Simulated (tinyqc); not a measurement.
CIS on RHF in the sto-6g basis, for H2O, spin multiplicity 1, step by step. One step of it, computed by the program tinyqc.

Task: CIS matrix, triplets. A(ia,jb) = (e_a - e_i) d_ij d_ab - (ij|ab).

orbital energies (hartree): MO1 -20.492440, MO2 -1.281357, MO3 -0.644131, MO4 -0.447022, MO5 -0.394354, MO6 0.606626, MO7 0.783545

Two-electron integrals over orbitals (pq|rs), unique and non-zero (hartree):
```
(11|11) 4.761152    (21|11) -0.425730   (21|21) 0.061689    (22|11) 1.017972
(22|21) -0.013861   (22|22) 0.730984    (31|11) 0.012456    (31|21) -0.001470
(31|22) 0.001511    (31|31) 0.011264    (32|11) -0.003894   (32|21) 0.000830
(32|22) 0.007507    (32|31) 0.017805    (32|32) 0.146736    (33|11) 0.806499
(33|21) -0.004170   (33|22) 0.649245    (33|31) -0.000593   (33|32) -0.004175
(33|33) 0.640233    (41|11) 0.183441    (41|21) -0.023402   (41|22) 0.016223
(41|31) 0.000991    (41|32) 0.000076    (41|33) 0.005959    (41|41) 0.029533
(42|11) -0.124226   (42|21) 0.009598    (42|22) 0.007324    (42|31) -0.000033
(42|32) 0.000731    (42|33) 0.006797    (42|41) 0.019838    (42|42) 0.124500
(43|11) 0.012662    (43|21) -0.000542   (43|22) 0.004379    (43|31) -0.003278
(43|32) 0.018802    (43|33) 0.001824    (43|41) -0.000727   (43|42) -0.005085
(43|43) 0.045568    (44|11) 1.022483    (44|21) -0.013732   (44|22) 0.685102
(44|31) 0.000025    (44|32) -0.003706   (44|33) 0.607068    (44|41) -0.012290
(44|42) -0.104926   (44|43) 0.007714    (44|44) 0.804041    (51|51) 0.026731
(52|51) 0.032319    (52|52) 0.144826    (53|51) -0.000923   (53|52) -0.003049
(53|53) 0.029308    (54|51) -0.012979   (54|52) -0.044920   (54|53) 0.001815
(54|54) 0.055907    (55|11) 1.117077    (55|21) -0.011201   (55|22) 0.749707
(55|31) 0.000310    (55|32) -0.001651   (55|33) 0.633609    (55|41) 0.004507
(55|42) -0.063667   (55|43) 0.006967    (55|44) 0.739127    (55|55) 0.880663
(61|11) -0.261146   (61|21) 0.040435    (61|22) -0.002538   (61|31) -0.003052
(61|32) -0.002795   (61|33) -0.000024   (61|41) -0.002441   (61|42) 0.019993
(61|43) -0.000182   (61|44) -0.018837   (61|55) -0.006141   (61|61) 0.035105
(62|11) 0.321420    (62|21) -0.008024   (62|22) 0.142274    (62|31) -0.001481
(62|32) -0.008573   (62|33) 0.074958    (62|41) 0.018591    (62|42) 0.020960
(62|43) 0.004992    (62|44) 0.096496    (62|55) 0.160074    (62|61) 0.004791
(62|62) 0.101498    (63|11) -0.057670   (63|21) 0.001214    (63|22) -0.026049
(63|31) 0.003042    (63|32) -0.043515   (63|33) -0.014618   (63|41) -0.000265
(63|42) 0.009918    (63|43) -0.028082   (63|44) -0.023986   (63|55) -0.031129
(63|61) 0.000270    (63|62) -0.016120   (63|63) 0.076547    (64|11) 0.198319
(64|21) -0.000973   (64|22) 0.090967    (64|31) 0.001358    (64|32) 0.010639
(64|33) 0.040020    (64|41) 0.003520    (64|42) -0.020585   (64|43) 0.003001
(64|44) 0.112015    (64|55) 0.105989    (64|61) 0.001265    (64|62) 0.060265
(64|63) -0.018939   (64|64) 0.061500    (65|51) 0.016408    (65|52) 0.060650
(65|53) -0.004880   (65|54) -0.002754   (65|65) 0.039212    (66|11) 0.804842
(66|21) -0.007667   (66|22) 0.611518    (66|31) -0.002154   (66|32) -0.027128
(66|33) 0.575225    (66|41) 0.021489    (66|42) 0.060086    (66|43) -0.013276
(66|44) 0.549936    (66|55) 0.587552    (66|61) 0.007152    (66|62) 0.092901
(66|63) 0.011267    (66|64) 0.039356    (66|66) 0.604737    (71|11) -0.044497
(71|21) 0.007235    (71|22) 0.000567    (71|31) 0.015808    (71|32) 0.023583
(71|33) -0.001209   (71|41) -0.000973   (71|42) 0.002529    (71|43) -0.004997
(71|44) -0.002772   (71|55) -0.001005   (71|61) 0.002501    (71|62) -0.002281
(71|63) 0.004113    (71|64) 0.001970    (71|66) -0.002921   (71|71) 0.023724
(72|11) 0.058930    (72|21) -0.001271   (72|22) 0.025730    (72|31) 0.013810
(72|32) 0.038906    (72|33) 0.010343    (72|41) 0.002457    (72|42) -0.000919
(72|43) -0.031730   (72|44) 0.020083    (72|55) 0.028542    (72|61) -0.002354
(72|62) 0.008163    (72|63) 0.032848    (72|64) 0.012102    (72|66) 0.016644
(72|71) 0.018470    (72|72) 0.062824    (73|11) 0.360514    (73|21) -0.007271
(73|22) 0.137297    (73|31) 0.000093    (73|32) -0.010450   (73|33) 0.091832
(73|41) -0.001068   (73|42) -0.070962   (73|43) 0.001963    (73|44) 0.164605
(73|55) 0.186666    (73|61) -0.006689   (73|62) 0.076753    (73|63) -0.012684
(73|64) 0.068218    (73|66) 0.040334    (73|71) -0.001100   (73|72) 0.018394
(73|73) 0.147493    (74|11) 0.018077    (74|21) -0.000123   (74|22) 0.004974
(74|31) -0.009357   (74|32) -0.073835   (74|33) 0.006990    (74|41) 0.000855
(74|42) 0.000835    (74|43) 0.005915    (74|44) 0.010539    (74|55) 0.009119
(74|61) 0.002376    (74|62) 0.010624    (74|63) 0.040966    (74|64) -0.003906
(74|66) 0.020618    (74|71) -0.012915   (74|72) -0.015478   (74|73) 0.013351
(74|74) 0.064826    (75|51) 0.002755    (75|52) 0.010316    (75|53) 0.023279
(75|54) -0.001393   (75|65) 0.002437    (75|75) 0.025034    (76|11) -0.006233
(76|21) 0.000312    (76|22) 0.004443    (76|31) 0.009533    (76|32) 0.098847
(76|33) -0.008108   (76|41) 0.002646    (76|42) 0.009851    (76|43) 0.042585
(76|44) -0.010432   (76|55) -0.003720   (76|61) -0.000051   (76|62) 0.002836
(76|63) -0.064519   (76|64) 0.010745    (76|66) -0.027717   (76|71) 0.012868
(76|72) -0.008222   (76|73) -0.017309   (76|74) -0.053376   (76|76) 0.112205
(77|11) 0.884634    (77|21) -0.009491   (77|22) 0.630838    (77|31) 0.003408
(77|32) 0.030960    (77|33) 0.614783    (77|41) 0.004091    (77|42) -0.013505
(77|43) 0.014299    (77|44) 0.615608    (77|55) 0.630778    (77|61) -0.006045
(77|62) 0.071276    (77|63) -0.035076   (77|64) 0.042108    (77|66) 0.560376
(77|71) 0.003255    (77|72) 0.011419    (77|73) 0.092649    (77|74) -0.013586
(77|76) 0.025852    (77|77) 0.634161
```

Give: CIS matrix A, triplet.

Result:

CIS matrix A, triplet (hartree), lower triangle:
```
        1>6     1>7     2>6     2>7     3>6     3>7    4>6    4>7
1>6  20.294
1>7   0.006  20.391
2>6   0.008   0.000   1.276
2>7   0.000   0.009  -0.004   1.434
3>6   0.002  -0.010   0.027  -0.099   0.676
3>7  -0.010  -0.003  -0.099  -0.031   0.008   0.813
4>6  -0.021  -0.003  -0.060  -0.010   0.013  -0.043  0.504
4>7  -0.003  -0.004  -0.010   0.014  -0.043  -0.014  0.010  0.615
5>6   0.000   0.000   0.000   0.000   0.000   0.000  0.000  0.000
5>7   0.000   0.000   0.000   0.000   0.000   0.000  0.000  0.000

       5>6    5>7
5>6  0.413
5>7  0.004  0.547
```
